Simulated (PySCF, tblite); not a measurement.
# C2H2N2OS: vibronic structure

Wanted: vibronic structure for C2H2N2OS (`Oc1nncs1`).

Computed with tblite 0.8.0 and PySCF 2.14.0 and routines of our own; the level stands in each step. Atoms count from 0.

### 1 The system as given

8 atoms, charge 0, multiplicity 1; geometry from: force field or distance geometry start.

### 2 Optimising the geometry with GFN2-xTB

What the job is given:

```
{"job": {"kind": "relax", "xc": "GFN2-xTB", "basis": "xTB"}, "charge": 0, "multiplicity": 1}
O      2.232200    -0.259100     0.636900
C      0.823600    -0.155200     0.483600
N      0.073400    -1.142200     0.072000
N     -1.191400    -0.952500    -0.039000
C     -1.695900     0.217500     0.308100
S     -0.327600     1.253300     0.818400
H      2.831900     0.536600     0.462000
H     -2.737200     0.511000     0.268300
```

On the command line:

```console
OMP_NUM_THREADS=1 python excited_run.py task.json out
```

One launch serves the whole session: the jobs run in the order shown.

Log:

```text
step      E/eV     max force
  0    -500.77789    3.013
  1    -501.04007    1.783
  2    -501.19757    1.268
  3    -501.32669    1.277
  4    -501.40715    0.808
  5    -501.42696    0.543
  6    -501.44407    0.630
  7    -501.46503    0.749
  8    -501.48492    0.604
  9    -501.50161    0.385
 10    -501.50918    0.250
 11    -501.51385    0.231
 12    -501.51851    0.215
 13    -501.52297    0.201
 14    -501.52659    0.188
 15    -501.52958    0.204
 16    -501.53290    0.190
 17    -501.53722    0.247
 18    -501.54199    0.202
 19    -501.54578    0.140
 20    -501.54770    0.179
 21    -501.54877    0.247
 22    -501.55030    0.134
 23    -501.55172    0.087
 24    -501.55250    0.082
 25    -501.55311    0.085
 26    -501.55390    0.095
 27    -501.55491    0.092
 28    -501.55598    0.080
 29    -501.55675    0.088
 30    -501.55718    0.067
 31    -501.55740    0.035
 32    -501.55748    0.019
 33    -501.55751    0.013
 34    -501.55751    0.007
```

It took 0.13 s on 1 thread of Arm Neoverse V1, shared host.

The steps of the relaxation: (not every step is listed)

```tsv
step	energy from step 0 (eV)	largest force (eV/Å)
0	0.0000	3.0126
1	-0.2622	1.7828
2	-0.4197	1.2684
3	-0.5488	1.2768
4	-0.6293	0.8078
5	-0.6491	0.5432
6	-0.6662	0.6297
7	-0.6871	0.7489
8	-0.7070	0.6041
10	-0.7313	0.2504
12	-0.7406	0.2149
14	-0.7487	0.1876
16	-0.7550	0.1900
18	-0.7641	0.2019
20	-0.7698	0.1788
22	-0.7724	0.1335
24	-0.7746	0.0817
26	-0.7760	0.0951
28	-0.7781	0.0796
29	-0.7789	0.0880
30	-0.7793	0.0674
31	-0.7795	0.0350
32	-0.7796	0.0192
33	-0.7796	0.0127
34	-0.7796	0.0067
```

Distances of close pairs at the start and the end, largest changes first:

```tsv
bond	before (Å)	after (Å)	change (Å)
O0–C1	1.421	1.318	-0.103
C1–S5	1.850	1.781	-0.068
C4–S5	1.790	1.743	-0.047
O0–H6	1.012	0.965	-0.047
N3–C4	1.321	1.275	-0.045
N2–N3	1.284	1.324	+0.041
C1–N2	1.306	1.282	-0.025
C4–H7	1.083	1.070	-0.012
```

The next job starts from the end point, and lists it.

### 3 Vibrational analysis with GFN2-xTB

What the job is given:

```
{"job": {"kind": "ir", "xc": "GFN2-xTB", "basis": "xTB"}, "charge": 0, "multiplicity": 1}
O      2.113244    -0.226169     0.473371
C      0.799048    -0.213051     0.379308
N      0.089760    -1.231822     0.060191
N     -1.211637    -0.988628     0.028231
C     -1.532843     0.210998     0.318170
S     -0.177885     1.243901     0.688271
H      2.467513     0.636136     0.722962
H     -2.538143     0.578047     0.339766
```

Log:

```text
mode    cm-1     km/mol
  1     259.8      0.61
  2     316.8    159.37
  3     359.4      6.18
  4     534.1      7.19
  5     560.2      1.40
  6     613.5      6.91
  7     622.5      3.50
  8     747.2     23.63
  9     780.2      2.14
 10     870.8     30.66
 11    1073.6     39.57
 12    1099.0     42.36
 13    1209.8    358.49
 14    1230.0    323.74
 15    1497.9     54.25
 16    1599.7    223.92
 17    3176.4      0.26
 18    3508.0     56.76
```

Wall time 0.14 s (1 thread of Arm Neoverse V1, shared host).

The strongest bands and the atoms that carry them (share of the mass-weighted mode):

```tsv
cm⁻¹	km/mol	atoms
317	159.4	H6 92 %
1074	39.6	H7 30 %, N2 30 %, H6 28 %
1099	42.4	H7 41 %, H6 32 %, N2 11 %
1210	358.5	C1 29 %, O0 23 %, N2 23 %, N3 12 %
1230	323.7	N2 32 %, N3 28 %, H6 14 %, C1 10 %
1498	54.2	C4 50 %, N3 46 %
1600	223.9	C1 68 %, N2 22 %
3508	56.8	H6 94 %
```

### 4 Vibronic structure: TDDFT PBE0/def2-SVPD

Settings changed since step 3:

```diff
@@ -1,2 +1,2 @@
-{"job": {"kind": "ir", "xc": "GFN2-xTB", "basis": "xTB"}, "charge": 0, "multiplicity": 1}
+{"job": {"kind": "vib", "xc": "PBE0", "basis": "def2-SVPD", "tda": false}, "charge": 0, "multiplicity": 1}
 O      2.113244    -0.226169     0.473371
```

With the program's defaults for keys left out, this is: TDDFT PBE0/def2-SVPD vertical-gradient vibronic structure (displaced harmonic oscillators, Condon), gas phase.

Log:

```text
final grid: 37040 points
cycle   1  E = -659.4904244888  dE =  1.321e+00  |g| = 6.020e-01  |ddm| = 4.731e+00
cycle   2  E = -659.3468148173  dE =  1.436e-01  |g| = 1.022e+00  |ddm| = 2.113e+00
cycle   3  E = -659.5583760386  dE = -2.116e-01  |g| = 1.801e-01  |ddm| = 1.638e+00
cycle   4  E = -659.5646930344  dE = -6.317e-03  |g| = 8.217e-02  |ddm| = 4.110e-01
cycle   5  E = -659.5663159201  dE = -1.623e-03  |g| = 9.858e-03  |ddm| = 1.577e-01
cycle   6  E = -659.5663345276  dE = -1.861e-05  |g| = 4.442e-03  |ddm| = 2.154e-02
cycle   7  E = -659.5663396039  dE = -5.076e-06  |g| = 1.008e-03  |ddm| = 7.231e-03
cycle   8  E = -659.5663398786  dE = -2.747e-07  |g| = 2.854e-04  |ddm| = 2.104e-03
cycle   9  E = -659.5663398974  dE = -1.882e-08  |g| = 1.478e-04  |ddm| = 8.884e-04
cycle  10  E = -659.5663399027  dE = -5.260e-09  |g| = 3.809e-05  |ddm| = 2.498e-04
cycle  11  E = -659.5663399030  dE = -3.522e-10  |g| = 1.257e-05  |ddm| = 8.212e-05
converged SCF energy = -659.5663399030

Singlet excitations (eV, f): 4.868 (0.0002)  5.290 (0.0001)  5.559 (0.0221)  5.844 (0.0866)  6.283 (0.0001)  6.434 (0.0015)

State S1  4.8682 eV  f = 0.00016  H->L 0.99
  relaxed dipole 2.042 D, largest gradient of the excitation energy 0.1406 Eh/bohr
  mode    cm-1        S   lambda/meV  Raman
   14   1230.0    2.2721     346.5   1.000
   15   1497.9    0.8074     149.9   0.527
   13   1209.8    0.9521     142.8   0.405
   11   1073.6    0.3223      42.9   0.108
   16   1599.7    0.1785      35.4   0.133
   10    870.8    0.2651      28.6   0.058
    8    747.2    0.1749      16.2   0.028
    3    359.4    0.2146       9.6   0.008
    5    560.2    0.1200       8.3   0.011
   17   3176.4    0.0061       2.4   0.018
   12   1099.0    0.0108       1.5   0.004
    7    622.5    0.0147       1.1   0.002
  reorganisation energy 0.7853 eV, total S 5.339, 0-0 4.0829 eV
  absorption maximum 4.721 eV, width 0.850 eV

State S3  5.5586 eV  f = 0.02210  H->L+1 0.79, H-1->L 0.11
  relaxed dipole 1.536 D, largest gradient of the excitation energy 0.0649 Eh/bohr
  mode    cm-1        S   lambda/meV  Raman
   14   1230.0    0.6666     101.7   1.000
    7    622.5    0.7101      54.8   0.273
   16   1599.7    0.1863      37.0   0.473
   11   1073.6    0.2743      36.5   0.314
   18   3508.0    0.0734      31.9   0.895
    5    560.2    0.3498      24.3   0.109
   10    870.8    0.1949      21.0   0.147
   12   1099.0    0.0789      10.8   0.094
   15   1497.9    0.0471       8.7   0.105
    8    747.2    0.0746       6.9   0.041
   13   1209.8    0.0303       4.5   0.044
    3    359.4    0.0335       1.5   0.004
  reorganisation energy 0.3397 eV, total S 2.720, 0-0 5.2189 eV
  absorption maximum 5.369 eV, width 0.474 eV

State S4  5.8438 eV  f = 0.08664  H-1->L 0.84, H->L+1 0.09
  relaxed dipole 2.968 D, largest gradient of the excitation energy 0.0951 Eh/bohr
  mode    cm-1        S   lambda/meV  Raman
   15   1497.9    0.8183     152.0   1.000
   16   1599.7    0.6699     132.9   0.934
   13   1209.8    0.5702      85.5   0.455
    5    560.2    1.0398      72.2   0.178
   14   1230.0    0.2666      40.7   0.220
   12   1099.0    0.0879      12.0   0.058
    7    622.5    0.1093       8.4   0.023
   10    870.8    0.0418       4.5   0.017
   18   3508.0    0.0102       4.4   0.068
    3    359.4    0.0575       2.6   0.004
    8    747.2    0.0092       0.9   0.003
  reorganisation energy 0.5164 eV, total S 3.682, 0-0 5.3274 eV
  absorption maximum 5.731 eV, width 0.664 eV

State T1  4.0323 eV  f = 0.00000  H-1->L 0.96
  relaxed dipole 3.492 D, largest gradient of the excitation energy 0.1403 Eh/bohr
  mode    cm-1        S   lambda/meV  Raman
   15   1497.9    2.1792     404.7   1.000
   16   1599.7    0.7400     146.8   0.387
   13   1209.8    0.6509      97.6   0.195
   14   1230.0    0.4825      73.6   0.149
    5    560.2    0.6735      46.8   0.043
    7    622.5    0.3626      28.0   0.029
   12   1099.0    0.0892      12.2   0.022
    3    359.4    0.2312      10.3   0.006
   10    870.8    0.0438       4.7   0.007
  reorganisation energy 0.8273 eV, total S 5.463, 0-0 3.2050 eV
  absorption maximum 3.925 eV, width 0.882 eV
```

Run time: 23 s. Hardware: 1 thread of Arm Neoverse V1, shared host; peak memory 0.64 GiB.

The fields below are evaluated on a grid from the run's orbitals.

Frontier orbitals at PBE0/def2-SVPD, with the share of their density that lies nearest to each atom:

```tsv
orbital	energy (eV)	lies on
HOMO	-7.64	N2, N3 about 39 % each; S5 9 %; C1, C4 about 6 % each
LUMO	-1.07	C1, C4 about 22 % each; S5 22 %; N3 16 %
```

ELF in a plane through or near 8 of the atoms.

Ten even steps from '0' (0.00) to '9' (1.00):
```
0000000000000000000000000000
0000000000000110000000000000
0000000000024554300000000000
0000000000146776510000000000
0000000000368998720000000000
0000000000278415730012100000
0000036620165672542489820000
0000069972056252876999960000
0000059984268536845999971000
0000037876535734522699950000
0000037664785411574455300000
0000158977537865657400000000
0000158885268448457620000000
0000025641067317669973000000
0000001100289984489974000000
0000000000489981048851000000
0000000000268750003300000000
0000000000034520000000000000
0000000000000000000000000000
0000000000000000000000000000
```
The map spans 10.3 Å across and 7.8 Å up, centred on the molecule. Atoms in the plane (x, y in Å): O0 (-2.1, -0.2), C1 (-0.8, -0.2), N2 (-0.1, -1.3), N3 (1.2, -1.0), C4 (1.5, 0.2), S5 (0.1, 1.3), H6 (-2.5, 0.6), H7 (2.5, 0.6).

On the surface of density 0.002 e/bohr³ the electrostatic potential runs, from the 1st to the 99th percentile, from -1.77 V near N2 to 3.43 V near H6.

### 5 Vibronic structure: TDDFT LDA/def2-SVPD

Settings changed since step 4:

```diff
@@ -1,2 +1,2 @@
-{"job": {"kind": "vib", "xc": "PBE0", "basis": "def2-SVPD", "tda": false}, "charge": 0, "multiplicity": 1}
+{"job": {"kind": "vib", "xc": "LDA", "basis": "def2-SVPD", "tda": false, "nstates": 10, "grid": 2}, "charge": 0, "multiplicity": 1}
 O      2.113244    -0.226169     0.473371
```

Level: TDDFT LDA/def2-SVPD vertical-gradient vibronic structure (displaced harmonic oscillators, Condon), gas phase.

Log:

```text
coarse grid: 8248 points
cycle   1  E = -656.3676702480  dE =  1.163e+00  |g| = 6.648e-01  |ddm| = 4.813e+00
cycle   2  E = -655.6344524548  dE =  7.332e-01  |g| = 1.885e+00  |ddm| = 3.376e+00
cycle   3  E = -656.4016156345  dE = -7.672e-01  |g| = 4.875e-01  |ddm| = 3.064e+00
cycle   4  E = -656.4563165832  dE = -5.470e-02  |g| = 1.479e-01  |ddm| = 8.832e-01
cycle   5  E = -656.4610887475  dE = -4.772e-03  |g| = 4.471e-02  |ddm| = 2.980e-01
cycle   6  E = -656.4615800809  dE = -4.913e-04  |g| = 1.722e-02  |ddm| = 9.561e-02
cycle   7  E = -656.4616392862  dE = -5.921e-05  |g| = 6.539e-03  |ddm| = 2.324e-02
cycle   8  E = -656.4616486385  dE = -9.352e-06  |g| = 2.305e-03  |ddm| = 8.684e-03
final grid: 78104 points
cycle   9  E = -656.5620463521  dE = -2.118e-05  |g| = 6.986e-03  |ddm| = 6.348e-02
cycle  10  E = -656.5619760502  dE =  7.030e-05  |g| = 1.785e-02  |ddm| = 2.803e-02
cycle  11  E = -656.5620575241  dE = -8.147e-05  |g| = 2.046e-03  |ddm| = 2.140e-02
cycle  12  E = -656.5620584247  dE = -9.007e-07  |g| = 7.189e-04  |ddm| = 3.336e-03
cycle  13  E = -656.5620584878  dE = -6.308e-08  |g| = 4.417e-04  |ddm| = 1.701e-03
cycle  14  E = -656.5620585423  dE = -5.455e-08  |g| = 5.719e-05  |ddm| = 7.396e-04
cycle  15  E = -656.5620585431  dE = -7.508e-10  |g| = 1.569e-05  |ddm| = 1.152e-04
converged SCF energy = -656.5620585431

Singlet excitations (eV, f): 4.194 (0.0001)  4.592 (0.0363)  4.852 (0.0001)  5.418 (0.0391)  5.700 (0.0629)  5.749 (0.0010)  5.987 (0.0004)  6.138 (0.0026)  6.164 (0.0195)  6.201 (0.0018)

State S1  4.1937 eV  f = 0.00005  H->L 0.99
  relaxed dipole 2.202 D, largest gradient of the excitation energy 0.1227 Eh/bohr
  mode    cm-1        S   lambda/meV  Raman
   14   1230.0    1.6168     246.6   1.000
   13   1209.8    0.8506     127.6   0.509
   15   1497.9    0.5962     110.7   0.547
   16   1599.7    0.2007      39.8   0.210
   11   1073.6    0.1933      25.7   0.091
    5    560.2    0.1512      10.5   0.019
   10    870.8    0.0937      10.1   0.029
    8    747.2    0.0876       8.1   0.020
   12   1099.0    0.0482       6.6   0.024
    3    359.4    0.1291       5.8   0.007
    7    622.5    0.0482       3.7   0.008
  reorganisation energy 0.5972 eV, total S 4.021, 0-0 3.5965 eV
  absorption maximum 4.054 eV, width 0.700 eV

State S4  5.4185 eV  f = 0.03912  H-1->L 0.75, H->L+3 0.20
  relaxed dipole 2.626 D, largest gradient of the excitation energy 0.0830 Eh/bohr
  mode    cm-1        S   lambda/meV  Raman
   15   1497.9    0.7252     134.7   1.000
   16   1599.7    0.1737      34.4   0.273
   14   1230.0    0.1999      30.5   0.186
   13   1209.8    0.1946      29.2   0.175
    7    622.5    0.3336      25.7   0.079
    5    560.2    0.2328      16.2   0.045
    3    359.4    0.3252      14.5   0.026
   10    870.8    0.0627       6.8   0.029
   18   3508.0    0.0154       6.7   0.116
   12   1099.0    0.0241       3.3   0.018
  reorganisation energy 0.3027 eV, total S 2.290, 0-0 5.1158 eV
  absorption maximum 5.304 eV, width 0.446 eV

State S5  5.7002 eV  f = 0.06287  H->L+3 0.74, H-1->L 0.16
  relaxed dipole 1.523 D, largest gradient of the excitation energy 0.0676 Eh/bohr
  mode    cm-1        S   lambda/meV  Raman
    3    359.4    3.1101     138.6   0.497
   14   1230.0    0.5348      81.6   1.000
   16   1599.7    0.1971      39.1   0.623
    7    622.5    0.3639      28.1   0.174
   13   1209.8    0.1784      26.8   0.323
   12   1099.0    0.0910      12.4   0.136
   15   1497.9    0.0605      11.2   0.168
   18   3508.0    0.0158       6.9   0.241
   10    870.8    0.0614       6.6   0.058
    8    747.2    0.0552       5.1   0.038
    5    560.2    0.0500       3.5   0.019
   11   1073.6    0.0105       1.4   0.015
  reorganisation energy 0.3613 eV, total S 4.729, 0-0 5.3389 eV
  absorption maximum 5.621 eV, width 0.474 eV

State T1  3.8488 eV  f = 0.00000  H->L 0.99
  relaxed dipole 2.129 D, largest gradient of the excitation energy 0.1166 Eh/bohr
  mode    cm-1        S   lambda/meV  Raman
   14   1230.0    1.3790     210.3   1.000
   15   1497.9    0.7072     131.3   0.761
   13   1209.8    0.7156     107.3   0.502
   16   1599.7    0.1281      25.4   0.157
   11   1073.6    0.1366      18.2   0.075
   10    870.8    0.1646      17.8   0.060
    5    560.2    0.0991       6.9   0.015
    3    359.4    0.0911       4.1   0.006
   12   1099.0    0.0239       3.3   0.014
    8    747.2    0.0325       3.0   0.009
   17   3176.4    0.0056       2.2   0.027
    7    622.5    0.0091       0.7   0.002
  reorganisation energy 0.5306 eV, total S 3.493, 0-0 3.3182 eV
  absorption maximum 3.624 eV, width 0.666 eV
```

Wall time 19 s (1 thread of Arm Neoverse V1, shared host); peak memory 0.58 GiB.

### 6 Vibronic structure: TDA PBE0/def2-SVPD

Settings changed since step 5:

```diff
@@ -1,2 +1,2 @@
-{"job": {"kind": "vib", "xc": "LDA", "basis": "def2-SVPD", "tda": false, "nstates": 10, "grid": 2}, "charge": 0, "multiplicity": 1}
+{"job": {"kind": "vib", "xc": "PBE0", "basis": "def2-SVPD", "tda": true}, "charge": 0, "multiplicity": 1}
 O      2.113244    -0.226169     0.473371
```

Method: TDA PBE0/def2-SVPD vertical-gradient vibronic structure (displaced harmonic oscillators, Condon), gas phase.

Log:

```text
final grid: 37040 points
cycle   1  E = -659.4904244888  dE =  1.321e+00  |g| = 6.020e-01  |ddm| = 4.731e+00
cycle   2  E = -659.3468148173  dE =  1.436e-01  |g| = 1.022e+00  |ddm| = 2.113e+00
cycle   3  E = -659.5583760386  dE = -2.116e-01  |g| = 1.801e-01  |ddm| = 1.638e+00
cycle   4  E = -659.5646930344  dE = -6.317e-03  |g| = 8.217e-02  |ddm| = 4.110e-01
cycle   5  E = -659.5663159201  dE = -1.623e-03  |g| = 9.858e-03  |ddm| = 1.577e-01
cycle   6  E = -659.5663345276  dE = -1.861e-05  |g| = 4.442e-03  |ddm| = 2.154e-02
cycle   7  E = -659.5663396039  dE = -5.076e-06  |g| = 1.008e-03  |ddm| = 7.231e-03
cycle   8  E = -659.5663398786  dE = -2.747e-07  |g| = 2.854e-04  |ddm| = 2.104e-03
cycle   9  E = -659.5663398974  dE = -1.882e-08  |g| = 1.478e-04  |ddm| = 8.884e-04
cycle  10  E = -659.5663399027  dE = -5.260e-09  |g| = 3.809e-05  |ddm| = 2.498e-04
cycle  11  E = -659.5663399030  dE = -3.522e-10  |g| = 1.257e-05  |ddm| = 8.212e-05
converged SCF energy = -659.5663399030

Singlet excitations (eV, f): 4.908 (0.0003)  5.301 (0.0002)  5.592 (0.0226)  6.075 (0.1042)  6.294 (0.0001)  6.486 (0.0011)

State S1  4.9082 eV  f = 0.00025  H->L 0.99
  relaxed dipole 2.060 D, largest gradient of the excitation energy 0.1407 Eh/bohr
  mode    cm-1        S   lambda/meV  Raman
   14   1230.0    2.3100     352.3   1.000
   15   1497.9    0.7861     146.0   0.505
   13   1209.8    0.9673     145.1   0.405
   11   1073.6    0.3359      44.7   0.111
   16   1599.7    0.1872      37.1   0.137
   10    870.8    0.2487      26.9   0.054
    8    747.2    0.1882      17.4   0.030
    3    359.4    0.2203       9.8   0.008
    5    560.2    0.1243       8.6   0.011
   17   3176.4    0.0059       2.3   0.017
   12   1099.0    0.0127       1.7   0.004
    7    622.5    0.0184       1.4   0.002
  reorganisation energy 0.7935 eV, total S 5.406, 0-0 4.1147 eV
  absorption maximum 4.905 eV, width 0.854 eV

State S3  5.5923 eV  f = 0.02264  H->L+1 0.81, H-2->L 0.10
  relaxed dipole 1.791 D, largest gradient of the excitation energy 0.0637 Eh/bohr
  mode    cm-1        S   lambda/meV  Raman
   14   1230.0    0.6275      95.7   0.960
    7    622.5    0.5632      43.5   0.221
   16   1599.7    0.1901      37.7   0.492
   18   3508.0    0.0803      34.9   1.000
   11   1073.6    0.2605      34.7   0.304
   10    870.8    0.2380      25.7   0.183
    5    560.2    0.3280      22.8   0.104
   12   1099.0    0.0786      10.7   0.096
    8    747.2    0.0945       8.8   0.053
   13   1209.8    0.0310       4.7   0.046
   15   1497.9    0.0187       3.5   0.042
    3    359.4    0.0516       2.3   0.007
  reorganisation energy 0.3249 eV, total S 2.562, 0-0 5.2674 eV
  absorption maximum 5.417 eV, width 0.468 eV

State S4  6.0749 eV  f = 0.10418  H-1->L 0.83
  relaxed dipole 3.201 D, largest gradient of the excitation energy 0.0916 Eh/bohr
  mode    cm-1        S   lambda/meV  Raman
   15   1497.9    0.7584     140.9   1.000
   16   1599.7    0.5334     105.8   0.802
   13   1209.8    0.4086      61.3   0.351
    5    560.2    0.8634      60.0   0.159
   14   1230.0    0.2039      31.1   0.181
    7    622.5    0.1710      13.2   0.039
   12   1099.0    0.0667       9.1   0.047
   10    870.8    0.0605       6.5   0.027
   18   3508.0    0.0095       4.2   0.069
    3    359.4    0.0797       3.6   0.006
    8    747.2    0.0054       0.5   0.002
  reorganisation energy 0.4363 eV, total S 3.161, 0-0 5.6387 eV
  absorption maximum 5.979 eV, width 0.672 eV

State T1  4.0323 eV  f = 0.00000  H-1->L 0.96
  relaxed dipole 3.492 D, largest gradient of the excitation energy 0.1403 Eh/bohr
  mode    cm-1        S   lambda/meV  Raman
   15   1497.9    2.1792     404.7   1.000
   16   1599.7    0.7400     146.8   0.387
   13   1209.8    0.6509      97.6   0.195
   14   1230.0    0.4825      73.6   0.149
    5    560.2    0.6735      46.8   0.043
    7    622.5    0.3626      28.0   0.029
   12   1099.0    0.0892      12.2   0.022
    3    359.4    0.2312      10.3   0.006
   10    870.8    0.0438       4.7   0.007
  reorganisation energy 0.8273 eV, total S 5.463, 0-0 3.2050 eV
  absorption maximum 3.925 eV, width 0.882 eV
```

It took 15 s on 1 thread of Arm Neoverse V1, shared host; peak memory 0.76 GiB.

### 7 Outcome

| quantity | value |
| --- | --- |
| strongest single infrared mode (GFN2-xTB) | 1210 cm⁻¹, 358 km/mol |
| zero-point energy (GFN2-xTB) | 28.7 kcal/mol |
| S1: vertical, reorganisation, 0-0, total S (step 4, TDDFT PBE0/def2-SVPD, modes from GFN2-xTB) | 4.87, 0.79, 4.08 eV; 5.3 |
| S3: vertical, reorganisation, 0-0, total S (step 4, TDDFT PBE0/def2-SVPD, modes from GFN2-xTB) | 5.56, 0.34, 5.22 eV; 2.7 |
| S4: vertical, reorganisation, 0-0, total S (step 4, TDDFT PBE0/def2-SVPD, modes from GFN2-xTB) | 5.84, 0.52, 5.33 eV; 3.7 |
| surface potential, 1st and 99th percentile | -1.77 V and 3.43 V |
| S1: vertical, reorganisation, 0-0, total S (step 5, TDDFT LDA/def2-SVPD, modes from GFN2-xTB) | 4.19, 0.60, 3.60 eV; 4.0 |
| S4: vertical, reorganisation, 0-0, total S (step 5, TDDFT LDA/def2-SVPD, modes from GFN2-xTB) | 5.42, 0.30, 5.12 eV; 2.3 |
| S5: vertical, reorganisation, 0-0, total S (step 5, TDDFT LDA/def2-SVPD, modes from GFN2-xTB) | 5.70, 0.36, 5.34 eV; 4.7 |
| S1: vertical, reorganisation, 0-0, total S (step 6, TDA PBE0/def2-SVPD, modes from GFN2-xTB) | 4.91, 0.79, 4.11 eV; 5.4 |
| S3: vertical, reorganisation, 0-0, total S (step 6, TDA PBE0/def2-SVPD, modes from GFN2-xTB) | 5.59, 0.32, 5.27 eV; 2.6 |
| S4: vertical, reorganisation, 0-0, total S (step 6, TDA PBE0/def2-SVPD, modes from GFN2-xTB) | 6.07, 0.44, 5.64 eV; 3.2 |

In words: No mode is imaginary among the 18: a minimum at this level. The strongest single mode, at 1210 cm⁻¹, moves mainly C1, O0 and N2. Unscaled tight-binding wavenumbers are off by several per cent, some by more. Its intensities can rank the bands wrongly. The vibronic model keeps the ground-state modes (from xTB) and shifts them along the gradient alone, so it can miss much of the relaxation that a full optimisation finds. By nearest atom (PBE0/def2-SVPD), the HOMO sits on N2, N3 about 39 % each; S5 9 % and the LUMO on C1, C4 about 22 % each; S5 22 %. Some states lie very close; unless symmetry makes them partners, their order is unsure.
